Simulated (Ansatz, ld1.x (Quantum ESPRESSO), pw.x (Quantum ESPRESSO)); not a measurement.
What a changed setting does to a pw.x run (bcc Pd)

Potential: PAW, ld1.x (Quantum ESPRESSO) 7.5, PBEsol; core [Ar] 3d10, reference 4s2 4p6 4d8 5s0 5p0; waves: 4s (bound): rcut 1.20, rcutus 1.35 bohr; 5s (bound, empty): rcut 1.20, rcutus 1.35 bohr; 4p (bound): rcut 1.35, rcutus 1.55 bohr; 5p (bound, empty): rcut 1.35, rcutus 1.55 bohr; 4d (bound): rcut 1.20, rcutus 1.60 bohr; 4d channel at -1.35 Ry: rcut 1.20, rcutus 1.60 bohr; local part: all-electron potential smoothed inside 1.30 bohr (lloc = -2); core correction: Bessel-smoothed model core inside 1.15 bohr; augmentation: BESSEL, radius 1.10 bohr.

The reference run (k-mesh 15³, cutoffs 110/880 Ry, Fermi–Dirac 0.01 Ry, mixing_beta 0.4, conv_thr 1e-9, no spin) gives 0.57 GPa at 14.707 Å³/atom, where all-electron LAPW gives -0.15 GPa. This run, with its own iteration cap, changes k-mesh points per axis to 4.

```
&control
  calculation='scf', prefix='x', pseudo_dir='./', outdir='./tmp', tstress=.true., disk_io='none'
/
&system
  ibrav=0, nat=1, ntyp=1, ecutwfc=110, ecutrho=880, nbnd=17,
  occupations='smearing', smearing='fd', degauss=0.01
/
&electrons
  conv_thr=1e-09, mixing_beta=0.4, electron_maxstep=60
/
ATOMIC_SPECIES
Pd 1.0 Pd.UPF
CELL_PARAMETERS angstrom
  -1.54343390 1.54343390 1.54343390
  1.54343390 -1.54343390 1.54343390
  1.54343390 1.54343390 -1.54343390
ATOMIC_POSITIONS crystal
Pd 0.0000 0.0000 0.0000
K_POINTS automatic
4 4 4 0 0 0
```

```bash
pw.x < Pd.scf.in > Pd.scf.out
```

Task: How does the run end?

Result: It converges in 14 iterations; the free energy moves by -184.6 meV/atom and the pressure by -1.50 GPa.

```
Message from routine setup:
     using ibrav=0 with symmetry is DISCOURAGED, use correct ibrav instead
     lattice parameter (alat)  =       5.0518  a.u.
     unit-cell volume          =      99.2478 (a.u.)^3
     number of electrons       =        18.00
     number of Kohn-Sham states=           17
     kinetic-energy cutoff     =     110.0000  Ry
     charge density cutoff     =     880.0000  Ry
     scf convergence threshold =      1.0E-09
     Exchange-correlation= SLA  PW   PSX  PSC
     number of k points=     8  Fermi-Dirac smearing, width (Ry)=  0.0100
     iteration #  1     ecut=   110.00 Ry     beta= 0.40
     total energy              =    -505.63148147 Ry
     estimated scf accuracy    <       7.86122454 Ry
     iteration #  2     ecut=   110.00 Ry     beta= 0.40
     total energy              =    -507.12561060 Ry
     estimated scf accuracy    <       0.00771535 Ry
     iteration #  3     ecut=   110.00 Ry     beta= 0.40
     total energy              =    -507.13121437 Ry
     estimated scf accuracy    <       0.00114172 Ry
     iteration #  4     ecut=   110.00 Ry     beta= 0.40
     total energy              =    -507.12901176 Ry
     estimated scf accuracy    <       0.00046447 Ry
     iteration #  5     ecut=   110.00 Ry     beta= 0.40
     total energy              =    -507.13164236 Ry
     estimated scf accuracy    <       0.00025010 Ry
     iteration #  6     ecut=   110.00 Ry     beta= 0.40
     total energy              =    -507.13158172 Ry
     estimated scf accuracy    <       0.00027905 Ry
     [... 2 iterations left out ...]
     iteration #  9     ecut=   110.00 Ry     beta= 0.40
     total energy              =    -507.13175160 Ry
     estimated scf accuracy    <       0.00000073 Ry
     iteration # 10     ecut=   110.00 Ry     beta= 0.40
     total energy              =    -507.13175186 Ry
     estimated scf accuracy    <       0.00000022 Ry
     iteration # 11     ecut=   110.00 Ry     beta= 0.40
     total energy              =    -507.13175188 Ry
     estimated scf accuracy    <       0.00000001 Ry
     iteration # 12     ecut=   110.00 Ry     beta= 0.40
     total energy              =    -507.13175189 Ry
     estimated scf accuracy    <          1.1E-09 Ry
     iteration # 13     ecut=   110.00 Ry     beta= 0.40
     total energy              =    -507.13175189 Ry
     estimated scf accuracy    <          4.2E-09 Ry
     iteration # 14     ecut=   110.00 Ry     beta= 0.40
     the Fermi energy is    19.9949 ev
!    total energy              =    -507.13175189 Ry
     estimated scf accuracy    <          2.0E-10 Ry
     smearing contrib. (-TS)   =      -0.00443673 Ry
     convergence has been achieved in  14 iterations
          total   stress  (Ry/bohr**3)                   (kbar)     P=       -9.25
     Message from routine punch:
     Nothing written, as per user request (disk_io='none')
```

The run took about 12 s on one core of a shared server CPU.
